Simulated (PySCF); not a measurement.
**Partial charges of `CCSSC`**

C₃H₈S₂.
Z-matrix (Å and degrees, PBE0-D3(BJ)/def2-SVP geometry), rows numbered from 1:
```
C 
C   1  1.5132
S   2  1.8244  1  114.21
S   3  2.0580  2  102.81  1   -64.22
C   4  1.8122  3  102.19  2   -85.86
H   1  1.1015  2  110.63  3  -179.32
H   1  1.1006  2  110.32  3    61.16
H   1  1.1000  2  111.14  3   -58.74
H   2  1.1033  1  111.78  3   116.59
H   2  1.1015  1  111.81  3  -123.78
H   5  1.0991  4  111.49  3    64.08
H   5  1.1007  4  106.29  3  -177.46
H   5  1.0984  4  110.68  3   -58.86
```

Density: PBE0/pcSseg-1 (PySCF); schemes: Mulliken, IAO, Hirshfeld and ESP-fitted. The structure is a single PBE0-D3(BJ)/def2-SVP conformer in the gas phase; no vibrational or solvent corrections.

Problem. Which atoms carry the highest charge in the Mulliken, IAO, Hirshfeld and ESP-fitted schemes?

Solution. The schemes don't all agree: Mulliken H9 and H13 (+0.160); IAO H12 (+0.164); Hirshfeld H12 (+0.052); ESP-fitted H12 (+0.183).

Problem. Do the Mulliken, IAO, Hirshfeld and ESP-fitted schemes agree on where the charge is lowest?

Solution. All schemes agree: Mulliken C5 (-0.392); IAO C5 (-0.506); Hirshfeld C5 (-0.127); ESP-fitted C5 (-0.379).

Problem. What partial charge does each atom carry?

Solution. In e:

```
atom                 environment  Mulliken     IAO  Hirshfeld  ESP-fitted
  C1               methyl carbon    -0.274  -0.415     -0.125      -0.089
  C2  sp3 carbon bound to sulfur    -0.379  -0.332     -0.074      -0.040
  S3            disulfide sulfur    -0.045  +0.015     -0.008      -0.167
  S4            disulfide sulfur    -0.074  +0.031     +0.002      -0.076
  C5             S-methyl carbon    -0.392  -0.506     -0.127      -0.379
  H6             methyl hydrogen    +0.122  +0.142     +0.044      +0.029
  H7             methyl hydrogen    +0.138  +0.148     +0.029      +0.033
  H8             methyl hydrogen    +0.126  +0.145     +0.038      +0.049
  H9          methylene hydrogen    +0.160  +0.156     +0.047      +0.101
 H10          methylene hydrogen    +0.154  +0.142     +0.037      +0.076
 H11             methyl hydrogen    +0.151  +0.150     +0.042      +0.139
 H12             methyl hydrogen    +0.154  +0.164     +0.052      +0.183
 H13             methyl hydrogen    +0.160  +0.159     +0.043      +0.140
```

Mean size of the charges over all atoms: IAO 0.193 e, Mulliken 0.179 e, ESP-fitted 0.115 e, Hirshfeld 0.051 e. Each set sums to the total charge, 0, to within 0.001 e. The IAO scheme projects the occupied orbitals on a minimal set of polarised atomic orbitals and counts the electrons in each atom's part of it. The Mulliken scheme counts on each atom the diagonal of the density matrix times the overlap matrix over that atom's basis functions.

Problem. Sum the charges by element.

Solution. 
| element | atoms | Mulliken | IAO | Hirshfeld | ESP-fitted |
| --- | --- | --- | --- | --- | --- |
| C | 3 | -1.045 | -1.253 | -0.326 | -0.508 |
| S | 2 | -0.119 | +0.046 | -0.006 | -0.243 |
| H | 8 | +1.164 | +1.207 | +0.332 | +0.750 |

Problem. How closely do the schemes follow one another over all atoms?

Solution. Correlation coefficient and root-mean-square difference: IAO with Hirshfeld 0.99, 0.174 e; Mulliken with IAO 0.97, 0.062 e; Mulliken with Hirshfeld 0.96, 0.147 e; Hirshfeld with ESP-fitted 0.80, 0.103 e; Mulliken with ESP-fitted 0.80, 0.124 e; IAO with ESP-fitted 0.79, 0.151 e.

Problem. How many electrons does the Mulliken scheme count on C1?

Solution. Z − q = 6 − (-0.274) = 6.274.
